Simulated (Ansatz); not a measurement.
**Which is lower?**

Two relaxed structures of BSiNH₅ (charge -1), singlet (PBE0-D4/def2-TZVPD; forces vanish, vibrations not checked).

A:

N1  (0.003, 0.206, -0.531)
B2  (-0.426, 0.462, -1.673)
Si3  (0.663, -0.185, 1.221)
H4  (1.004, 1.279, 1.392)
H5  (-0.831, 0.704, -2.754)
H6  (-0.713, -0.690, 1.599)
H7  (1.671, -1.129, 0.603)
H8  (1.216, -0.513, 2.688)
(Å)

B:

N1  (-1.820, 0.457, -1.026)
B2  (0.643, -0.488, 0.971)
Si3  (-0.251, 0.309, -0.598)
H4  (-1.971, 0.926, -1.915)
H5  (0.714, 0.914, -1.629)
H6  (-0.138, -0.958, 1.777)
H7  (1.401, -1.328, 0.493)
H8  (1.316, 0.428, 1.435)
(Å)

Ansatz 0.2.0; basis: def2-TZVPPD; cores frozen in the correlated methods. B3LYP uses VWN-RPA correlation.

Problem. Which structure is lower at CCSD(T), and by how much? (To be estimated.)

Solution. The calculation gives: B, by 0.330 eV (electronic energy, against the other). By their contacts, A is BSiNH₅ ([BH][N][SiH4]), total charge -1 and B is BSiNH₅ ([BH3][SiH][NH]), total charge -1.

All methods give the same order:

| method | E(B) − E(A) (eV) |
| --- | --- |
| PBE-D4 | -0.585 |
| r2SCAN-D4 | -0.488 |
| PBE0-D4 | -0.553 |
| B3LYP-D4 | -0.366 |
| wB97M-V | -0.396 |
| HF | -0.098 |
| MP2 | -0.287 |
| CCSD | -0.305 |
| CCSD(T) | -0.330 |

T1 diagnostic: at most 0.017.

Labels in which every atom is bracketed show which atoms are joined, not bond orders.

For scale, one of the runs: CCSD(T)/def2-TZVPPD, 207 basis functions, launched by `ansatz run in.yaml --threads 2 --pin off --events-out ev --progress --plain --max-ram 4352MiB`. Hardware: 2 CPU threads of an Arm Neoverse V1, shared host. Wall time 48 s; peak host memory 2.6 GiB.
